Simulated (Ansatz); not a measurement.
`N/C=C\S` → 2 C• + 5 H• + N• + S•  (atomization)

Gas-phase electronic energies from Ansatz, PBE0-D4/def2-TZVP geometries. CCSD(T)/CBS is the MP2 limit (def2-TZVPP, def2-QZVPP) plus CCSD(T) − MP2 in def2-TZVPP, frozen cores. This one scheme is used for every species, atoms too. DFT in def2-TZVPP. B3LYP here is the variant with VWN-RPA as its local correlation; programs differ in this. HSE06 is defined as in plane-wave codes. No spin–orbit coupling; open shells (•) take unrestricted orbitals. Spin–orbit coupling would lower the free atoms: a little for C, S. One conformer a species, not always the lowest.

(1) What is ΔE at CCSD(T)/CBS? (Estimate.)

(2) What do these levels give: BLYP-D4, PBE0-D4, B3LYP-D4, PBE-QIDH, r2SCAN, B3LYP, r2SCANh, HSE06, BHLYP, SCS-MP2/def2-TZVPP, CCSD(T)/def2-TZVPP, MP2/CBS(def2)? (Estimate.)

Largest T1 diagnostic among the species: 0.012.

## Answers

(1) The calculation gave: +34.58 eV.

(2) Ansatz gave: BLYP-D4 34.91, PBE0-D4 34.99, B3LYP-D4 34.81, PBE-QIDH 34.43, r2SCAN 34.70, B3LYP 34.53, r2SCANh 34.44, HSE06 34.88, BHLYP 33.32, SCS-MP2/def2-TZVPP 33.99, CCSD(T)/def2-TZVPP 33.53, MP2/CBS(def2) 35.15 eV.

Leaving LDA and LC-ωPBE aside and taking each functional with its dispersion term where it has one, the values, not all of them listed here, spread over 2.32 eV, from BHLYP-D4 to PBE-D4. LDA lies +4.74 eV from PBE without D4, its usual overbinding. In def2-TZVPP, CCSD(T) changes the Hartree–Fock value by +9.56 eV (the triples alone add +0.64 eV) and MP2 by +10.12 eV; breaking electron pairs costs correlation energy, which Hartree–Fock lacks.

For atomizations the MP2-based limit and the directly extrapolated one differ by several kJ/mol either way, and by 10 to 25 for some Ge, Se and Sn compounds, so smaller differences from it don't rank the levels.
